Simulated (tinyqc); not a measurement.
UKS/LDA (PW92) in the sto-3g basis, for H2O+, spin multiplicity 2, step by step (part 2 of 3). Computed by tinyqc, a small Python program that keeps every step (integrals from PySCF). Command: `OMP_NUM_THREADS=1 python tinyqc.py 30635 30636 out.jsonl` (the two numbers bound the seeds that draw the settings). One thread of a shared host (Intel(R) Xeon(R) Processor @ 2.60GHz), about 2 s of CPU time with the checks.

Geometry (angstrom):
```
atom         x          y         z
O     0.000000   0.000000  0.000000
H     0.000000   0.759000  0.497000
H     0.000000  -0.822000  0.539000
```

## Iteration 1: diagonalisation and new density

F(alpha) (hartree):
```
             1O 1s      1O 2s     1O 2px     1O 2py     1O 2pz      2H 1s      3H 1s
1O 1s   -22.429794  -5.453924  -0.017803  -0.008487  -0.010047  -1.412473  -1.180486
1O 2s    -5.453924  -3.252699  -0.106247  -0.071297  -0.087711  -1.348272  -1.143232
1O 2px   -0.017803  -0.106247  -1.428486  -0.017512  -0.019887  -0.046855  -0.033212
1O 2py   -0.008487  -0.071297  -0.017512  -1.488886  -0.022446  -0.580277   0.458381
1O 2pz   -0.010047  -0.087711  -0.019887  -0.022446  -1.462133  -0.394512  -0.338873
2H 1s    -1.412473  -1.348272  -0.046855  -0.580277  -0.394512  -1.090999  -0.449558
3H 1s    -1.180486  -1.143232  -0.033212   0.458381  -0.338873  -0.449558  -0.817188
```

F(beta) (hartree):
```
             1O 1s      1O 2s     1O 2px     1O 2py     1O 2pz      2H 1s      3H 1s
1O 1s   -22.371134  -5.443033  -0.017596  -0.009666  -0.010452  -1.409536  -1.178166
1O 2s    -5.443033  -3.226514  -0.107475  -0.061539  -0.081702  -1.325676  -1.136668
1O 2px   -0.017596  -0.107475  -1.408973  -0.020172  -0.021406  -0.046921  -0.033253
1O 2py   -0.009666  -0.061539  -0.020172  -1.455144  -0.010715  -0.555448   0.457911
1O 2pz   -0.010452  -0.081702  -0.021406  -0.010715  -1.437250  -0.378155  -0.336403
2H 1s    -1.409536  -1.325676  -0.046921  -0.555448  -0.378155  -0.998092  -0.443060
3H 1s    -1.178166  -1.136668  -0.033253   0.457911  -0.336403  -0.443060  -0.813544
```

X:
```
            1O 1s      1O 2s    1O 2px     1O 2py     1O 2pz      2H 1s      3H 1s
1O 1s    1.024282  -0.144400  0.000000  -0.001279  -0.009538   0.023500   0.021513
1O 2s   -0.144400   1.263162  0.000000   0.022315   0.106341  -0.339487  -0.278263
1O 2px   0.000000   0.000000  1.000000   0.000000   0.000000   0.000000   0.000000
1O 2py  -0.001279   0.022315  0.000000   1.131268   0.008224  -0.263892   0.234320
1O 2pz  -0.009538   0.106341  0.000000   0.008224   1.046899  -0.147219  -0.126337
2H 1s    0.023500  -0.339487  0.000000  -0.263892  -0.147219   1.247218  -0.083334
3H 1s    0.021513  -0.278263  0.000000   0.234320  -0.126337  -0.083334   1.192641
```

Diagonalise F' = X^T F X, C = X C', fill 5 alpha and 4 beta electrons from the bottom; D(s) = C_occ C_occ^T. Each column has its largest component positive (the first on a tie).

F' = X^T F X (alpha) (hartree):
```
            1          2          3          4          5          6          7
1  -22.091841  -2.587754  -0.004497   0.000895  -0.014062  -0.277799  -0.208057
2   -2.587754  -2.208273  -0.108993  -0.052027  -0.012007  -0.422672  -0.366394
3   -0.004497  -0.108993  -1.428486  -0.017741  -0.020998  -0.012471  -0.008115
4    0.000895  -0.052027  -0.017741  -1.382582  -0.011805  -0.267015   0.225844
5   -0.014062  -0.012007  -0.020998  -0.011805  -1.425782  -0.157312  -0.130802
6   -0.277799  -0.422672  -0.012471  -0.267015  -0.157312  -0.530470  -0.084553
7   -0.208057  -0.366394  -0.008115   0.225844  -0.130802  -0.084553  -0.364740
```

orbital energies (alpha) (hartree): MO1 -22.431024, MO2 -2.085295, MO3 -1.485973, MO4 -1.445478, MO5 -1.410436, MO6 -0.353428, MO7 -0.220541

coefficients C (alpha):
```
              MO1        MO2        MO3        MO4        MO5        MO6        MO7
1O 1s    0.997938  -0.248100   0.046314   0.027795   0.033889   0.086989   0.045226
1O 2s    0.009539   1.036304  -0.204305  -0.120320  -0.135191  -0.741577  -0.349955
1O 2px   0.000888   0.164116   0.055829   0.065131   0.982452   0.021299   0.006364
1O 2py   0.000687   0.125004   0.906797  -0.335893  -0.045491  -0.380350   0.554447
1O 2pz   0.001383   0.163417   0.300336   0.929280  -0.097149  -0.357669  -0.165118
2H 1s   -0.002316  -0.040285   0.058242   0.010261  -0.022189   1.268034  -0.395076
3H 1s   -0.001673  -0.043518  -0.014765   0.009529  -0.006156   0.262063   1.227671
```

F' = X^T F X (beta) (hartree):
```
            1          2          3          4          5          6          7
1  -22.032841  -2.587405  -0.004092  -0.001611  -0.015423  -0.276178  -0.207597
2   -2.587405  -2.179703  -0.110762  -0.042530  -0.005239  -0.436700  -0.365578
3   -0.004092  -0.110762  -1.408973  -0.020782  -0.022729  -0.011202  -0.008244
4   -0.001611  -0.042530  -0.020782  -1.348135  -0.001114  -0.272109   0.228068
5   -0.015423  -0.005239  -0.022729  -0.001114  -1.400975  -0.158834  -0.131108
6   -0.276178  -0.436700  -0.011202  -0.272109  -0.158834  -0.419142  -0.088098
7   -0.207597  -0.365578  -0.008244   0.228068  -0.131108  -0.088098  -0.362416
```

orbital energies (beta) (hartree): MO1 -22.372421, MO2 -2.055942, MO3 -1.451603, MO4 -1.426761, MO5 -1.388534, MO6 -0.263866, MO7 -0.193057

coefficients C (beta):
```
              MO1        MO2        MO3        MO4        MO5        MO6        MO7
1O 1s    0.997888  -0.249130   0.037732   0.035639   0.030154   0.098291   0.001216
1O 2s    0.009777   1.040559  -0.163212  -0.153899  -0.118699  -0.820421   0.023530
1O 2px   0.000882   0.169167   0.141735   0.128761   0.966541   0.022262  -0.004110
1O 2py   0.000771   0.108494   0.948929  -0.167065  -0.131266  -0.077919   0.664400
1O 2pz   0.001432   0.153457   0.120490   0.962905  -0.163751  -0.391028   0.011231
2H 1s   -0.002426  -0.045199   0.041207   0.014384  -0.025872   0.949765  -0.928944
3H 1s   -0.001699  -0.040831  -0.022112   0.008618  -0.004854   0.791856   0.974065
```

D(alpha) after iteration 1:
```
            1O 1s      1O 2s     1O 2px     1O 2py     1O 2pz      2H 1s      3H 1s
1O 1s    1.061499  -0.264976  -0.002141   0.000792  -0.002717   0.009914   0.008500
1O 2s   -0.264976   1.148511   0.018022  -0.009150   0.009326  -0.051903  -0.042411
1O 2px  -0.002141   0.018022   0.999506   0.004572   0.008669  -0.024493  -0.013395
1O 2py   0.000792  -0.009150   0.004572   0.952800  -0.014946   0.045339  -0.021751
1O 2pz  -0.002717   0.009326   0.008669  -0.014946   0.989908   0.022597  -0.002095
2H 1s    0.009914  -0.051903  -0.024493   0.045339   0.022597   0.005618   0.001131
3H 1s    0.008500  -0.042411  -0.013395  -0.021751  -0.002095   0.001131   0.002243
```

D(beta) after iteration 1:
```
            1O 1s      1O 2s     1O 2px     1O 2py     1O 2pz      2H 1s      3H 1s
1O 1s    1.060540  -0.261122  -0.031328   0.003591   0.002061   0.010907   0.007949
1O 2s   -0.261122   1.133182   0.133088  -0.016263  -0.008160  -0.055995  -0.040222
1O 2px  -0.031328   0.133088   0.065287   0.131339   0.167023   0.000044  -0.008933
1O 2py   0.003591  -0.016263   0.131339   0.940148  -0.029881   0.031794  -0.026854
1O 2pz   0.002061  -0.008160   0.167023  -0.029881   0.965255   0.011876  -0.000634
2H 1s    0.010907  -0.055995   0.000044   0.031794   0.011876   0.003954   0.001062
3H 1s    0.007949  -0.040222  -0.008933  -0.026854  -0.000634   0.001062   0.002233
```

## Iteration 2: exchange-correlation on the grid

Becke grid with 30 radial and 26 angular points per atom, points of zero weight dropped. rho = sum D_ij phi_i phi_j; V_xc,ij = sum w v_xc phi_i phi_j; v_xc is d(rho eps)/d rho(s) for spin s.

The 16 grid points with the largest w rho, of 2328 (bohr, atomic units):
```
x                 y          z         w  rho(alpha)  rho(beta)     eps_xc  v_xc(alpha)
0.000000   0.000000  -0.996599  0.118983    0.279097   0.277421  -0.673925    -0.885135
0.000000   0.000000  -1.211479  0.202041    0.159893   0.158895  -0.566544    -0.743096
0.000000   0.000000   0.996599  0.114064    0.282515   0.270855  -0.672781    -0.887593
0.000000   0.000000   1.211479  0.179773    0.161444   0.154546  -0.565036    -0.744424
0.000000   0.000000  -0.810183  0.067977    0.414688   0.412231  -0.762862    -1.002898
0.000000   0.000000   0.810183  0.067118    0.420621   0.403689  -0.762160    -1.006459
0.000000  -0.996599   0.000000  0.099086    0.275902   0.275306  -0.671909    -0.882034
0.000000  -0.810183   0.000000  0.064538    0.410063   0.408743  -0.760505    -0.999423
0.000000   0.704702  -0.704702  0.094817    0.278119   0.277627  -0.673632    -0.884269
0.000000  -0.704702  -0.704702  0.094966    0.274477   0.271268  -0.669826    -0.880345
0.000000   0.856645  -0.856645  0.159939    0.159343   0.159029  -0.566313    -0.742402
0.000000   0.810183   0.000000  0.062263    0.408830   0.397292  -0.756818    -0.997784
0.000000  -0.856645  -0.856645  0.160546    0.157194   0.155325  -0.563061    -0.739004
0.000000   0.000000  -1.457732  0.334449    0.074647   0.074198  -0.447600    -0.585959
0.704702   0.000000   0.704702  0.093868    0.285347   0.235801  -0.661241    -0.886713
0.000000   0.996599   0.000000  0.089463    0.276117   0.267488  -0.669029    -0.881478
```

electrons on the grid, sum of w rho = 9.014918

E_xc = sum of w rho eps_xc = -8.77132833 hartree

V_xc(alpha) (hartree):
```
            1O 1s      1O 2s     1O 2px     1O 2py     1O 2pz      2H 1s      3H 1s
1O 1s   -2.935588  -0.427608  -0.000360   0.000055   0.000018  -0.112193  -0.093599
1O 2s   -0.427608  -0.832354  -0.002598  -0.000295  -0.003827  -0.331932  -0.289775
1O 2px  -0.000360  -0.002598  -0.823654  -0.001280  -0.001676  -0.001297  -0.000637
1O 2py   0.000055  -0.000295  -0.001280  -0.825715   0.000441  -0.194631   0.173935
1O 2pz   0.000018  -0.003827  -0.001676   0.000441  -0.833443  -0.129655  -0.115885
2H 1s   -0.112193  -0.331932  -0.001297  -0.194631  -0.129655  -0.387781  -0.108155
3H 1s   -0.093599  -0.289775  -0.000637   0.173935  -0.115885  -0.108155  -0.341106
```

V_xc(beta) (hartree):
```
            1O 1s      1O 2s     1O 2px     1O 2py     1O 2pz      2H 1s      3H 1s
1O 1s   -2.918753  -0.415598  -0.002854   0.000330   0.000395  -0.109270  -0.091198
1O 2s   -0.415598  -0.773018  -0.020434   0.002193  -0.000757  -0.310793  -0.273433
1O 2px  -0.002854  -0.020434  -0.716253  -0.011336  -0.014055  -0.010553  -0.005283
1O 2py   0.000330   0.002193  -0.011336  -0.790393   0.002234  -0.185424   0.169156
1O 2pz   0.000395  -0.000757  -0.014055   0.002234  -0.797656  -0.122895  -0.111458
2H 1s   -0.109270  -0.310793  -0.010553  -0.185424  -0.122895  -0.370047  -0.102306
3H 1s   -0.091198  -0.273433  -0.005283   0.169156  -0.111458  -0.102306  -0.333241
```

## Iteration 2: building the Kohn-Sham matrix

core Hamiltonian H = T + V (hartree):
```
             1O 1s      1O 2s     1O 2px     1O 2py     1O 2pz      2H 1s      3H 1s
1O 1s   -32.736888  -7.616585   0.000000  -0.002146  -0.017538  -1.969229  -1.646434
1O 2s    -7.616585  -9.348839   0.000000  -0.020410  -0.204843  -4.051684  -3.582426
1O 2px    0.000000   0.000000  -7.469019   0.000000   0.000000   0.000000   0.000000
1O 2py   -0.002146  -0.020410   0.000000  -7.649611  -0.010366  -2.273695   2.081527
1O 2pz   -0.017538  -0.204843   0.000000  -0.010366  -7.546551  -1.552510  -1.426334
2H 1s    -1.969229  -4.051684   0.000000  -2.273695  -1.552510  -5.260094  -1.493138
3H 1s    -1.646434  -3.582426   0.000000   2.081527  -1.426334  -1.493138  -4.965521
```

nuclear repulsion = 9.30765414 hartree

Given earlier and not repeated: Two-electron integrals (ij|kl) in chemists' order.

J_ij = sum D_kl (ij|kl) with D = D(alpha) + D(beta); F = H + J + V_xc; E = tr D H + tr D J / 2 + E_xc + E_nn.

Coulomb J (hartree):
```
            1O 1s      1O 2s    1O 2px     1O 2py     1O 2pz     2H 1s      3H 1s
1O 1s   17.344084   3.260379  0.008826  -0.000907   0.000044  0.843499   0.704332
1O 2s    3.260379   7.929767  0.046505  -0.003780  -0.000369  3.364347   2.976406
1O 2px   0.008826   0.046505  7.866586   0.012808   0.016093  0.021057   0.013663
1O 2py  -0.000907  -0.003780  0.012808   7.948353  -0.002877  2.063203  -1.888881
1O 2pz   0.000044  -0.000369  0.016093  -0.002877   7.951231  1.351608   1.238252
2H 1s    0.843499   3.364347  0.021057   2.063203   1.351608  4.776870   1.225514
3H 1s    0.704332   2.976406  0.013663  -1.888881   1.238252  1.225514   4.514664
```

F(alpha) (hartree):
```
             1O 1s      1O 2s     1O 2px     1O 2py     1O 2pz      2H 1s      3H 1s
1O 1s   -18.328393  -4.783814   0.008466  -0.002999  -0.017477  -1.237923  -1.035702
1O 2s    -4.783814  -2.251426   0.043907  -0.024485  -0.209039  -1.019269  -0.895795
1O 2px    0.008466   0.043907  -0.426087   0.011528   0.014417   0.019760   0.013026
1O 2py   -0.002999  -0.024485   0.011528  -0.526973  -0.012802  -0.405123   0.366581
1O 2pz   -0.017477  -0.209039   0.014417  -0.012802  -0.428763  -0.330558  -0.303967
2H 1s    -1.237923  -1.019269   0.019760  -0.405123  -0.330558  -0.871004  -0.375779
3H 1s    -1.035702  -0.895795   0.013026   0.366581  -0.303967  -0.375779  -0.791964
```

F(beta) (hartree):
```
             1O 1s      1O 2s     1O 2px     1O 2py     1O 2pz      2H 1s      3H 1s
1O 1s   -18.311557  -4.771804   0.005972  -0.002724  -0.017099  -1.234999  -1.033300
1O 2s    -4.771804  -2.192090   0.026071  -0.021997  -0.205969  -0.998130  -0.879453
1O 2px    0.005972   0.026071  -0.318687   0.001472   0.002038   0.010504   0.008380
1O 2py   -0.002724  -0.021997   0.001472  -0.491652  -0.011009  -0.395916   0.361803
1O 2pz   -0.017099  -0.205969   0.002038  -0.011009  -0.392976  -0.323797  -0.299540
2H 1s    -1.234999  -0.998130   0.010504  -0.395916  -0.323797  -0.853270  -0.369931
3H 1s    -1.033300  -0.879453   0.008380   0.361803  -0.299540  -0.369931  -0.784099
```

total energy of this density = -73.85893542 hartree

## Iteration 2: diagonalisation and new density

As before.

F' = X^T F X (alpha) (hartree):
```
            1          2          3          4          5          6          7
1  -17.955109  -2.557438   0.002923  -0.001646  -0.026437  -0.208600  -0.149394
2   -2.557438  -1.181468   0.045697   0.002509  -0.064330  -0.392097  -0.328199
3    0.002923   0.045697  -0.426087   0.011966   0.015222   0.003688   0.002733
4   -0.001646   0.002509   0.011966  -0.295603  -0.000481  -0.337697   0.304801
5   -0.026437  -0.064330   0.015222  -0.000481  -0.346805  -0.208412  -0.182266
6   -0.208600  -0.392097   0.003688  -0.337697  -0.208412  -0.406978  -0.083480
7   -0.149394  -0.328199   0.002733   0.304801  -0.182266  -0.083480  -0.425888
```

orbital energies (alpha) (hartree): MO1 -18.342536, MO2 -1.196388, MO3 -0.767334, MO4 -0.432560, MO5 -0.412639, MO6 -0.034839, MO7 0.148356

coefficients C (alpha):
```
              MO1        MO2        MO3        MO4        MO5        MO6        MO7
1O 1s    0.992039  -0.217120   0.010681   0.087259  -0.119235   0.129841  -0.032038
1O 2s    0.036203   0.721884  -0.050512  -0.445220   0.559772  -0.851294   0.244280
1O 2px  -0.000545  -0.052883  -0.018668   0.791730   0.605537  -0.053077   0.022924
1O 2py   0.000915   0.033810   0.528205   0.006136  -0.011319   0.193263   1.042697
1O 2pz   0.005095   0.225412  -0.008021   0.406717  -0.584019  -0.750682   0.155489
2H 1s   -0.009798   0.240668   0.467332   0.248199  -0.195768   0.635060  -0.994971
3H 1s   -0.008200   0.190614  -0.515124   0.218537  -0.230778   0.887333   0.622869
```

F' = X^T F X (beta) (hartree):
```
            1          2          3          4          5          6          7
1  -17.939741  -2.554205   0.002759  -0.001617  -0.026362  -0.209270  -0.149904
2   -2.554205  -1.115653   0.026421   0.005198  -0.058463  -0.391036  -0.327132
3    0.002759   0.026421  -0.318687   0.001447   0.002256   0.003004   0.002081
4   -0.001617   0.005198   0.001447  -0.257386   0.001264  -0.338463   0.306230
5   -0.026362  -0.058463   0.002256   0.001264  -0.309849  -0.208475  -0.182808
6   -0.209270  -0.391036   0.003004  -0.338463  -0.208475  -0.395235  -0.083262
7   -0.149904  -0.327132   0.002081   0.306230  -0.182808  -0.083262  -0.422962
```

orbital energies (beta) (hartree): MO1 -18.325143, MO2 -1.150174, MO3 -0.747489, MO4 -0.385884, MO5 -0.316625, MO6 -0.008884, MO7 0.174685

coefficients C (beta):
```
              MO1        MO2        MO3        MO4        MO5        MO6        MO7
1O 1s    0.992216  -0.211352  -0.007546  -0.150154  -0.025425   0.132164  -0.035120
1O 2s    0.035424   0.690919   0.037951   0.725752   0.109040  -0.856536   0.261902
1O 2px  -0.000372  -0.026212   0.000852  -0.159231   0.986460  -0.028567   0.006191
1O 2py   0.000873   0.029040  -0.510151  -0.018303  -0.002138   0.213377   1.047812
1O 2pz   0.004968   0.222443   0.008268  -0.690249  -0.128514  -0.757839   0.168060
2H 1s   -0.009557   0.261215  -0.479076  -0.308798  -0.018363   0.617077  -0.997646
3H 1s   -0.008012   0.215281   0.531796  -0.315894  -0.023791   0.887759   0.600340
```

D(alpha) after iteration 2:
```
            1O 1s      1O 2s     1O 2px     1O 2py     1O 2pz      2H 1s      3H 1s
1O 1s    1.053227  -0.226954   0.007626   0.001094   0.061153  -0.011982  -0.008437
1O 2s   -0.226954   1.036543  -0.050784  -0.011309  -0.344685  -0.070315  -0.063155
1O 2px   0.007626  -0.050784   0.996657  -0.013645  -0.043408   0.056516   0.032818
1O 2py   0.001094  -0.011309  -0.013645   0.280310   0.012496   0.258714  -0.261701
1O 2pz   0.061153  -0.344685  -0.043408   0.012496   0.557398   0.265730   0.270718
2H 1s   -0.011982  -0.070315   0.056516   0.258714   0.265730   0.376344  -0.095360
3H 1s   -0.008437  -0.063155   0.032818  -0.261701   0.270718  -0.095360   0.402771
```

D(beta) after iteration 2:
```
            1O 1s      1O 2s     1O 2px     1O 2py     1O 2pz      2H 1s      3H 1s
1O 1s    1.051765  -0.220139   0.029074   0.001326   0.061496  -0.014709  -0.010031
1O 2s   -0.220139   1.006780  -0.133653  -0.012549  -0.346770  -0.062153  -0.060620
1O 2px   0.029074  -0.133653   0.026043   0.001718   0.104084   0.041919   0.045113
1O 2py   0.001326  -0.012549   0.001718   0.261433   0.014879   0.257631  -0.259270
1O 2pz   0.061496  -0.346770   0.104084   0.014879   0.526018   0.267244   0.270290
2H 1s   -0.014709  -0.062153   0.041919   0.257631   0.267244   0.393195  -0.100912
3H 1s   -0.010031  -0.060620   0.045113  -0.259270   0.270290  -0.100912   0.429006
```
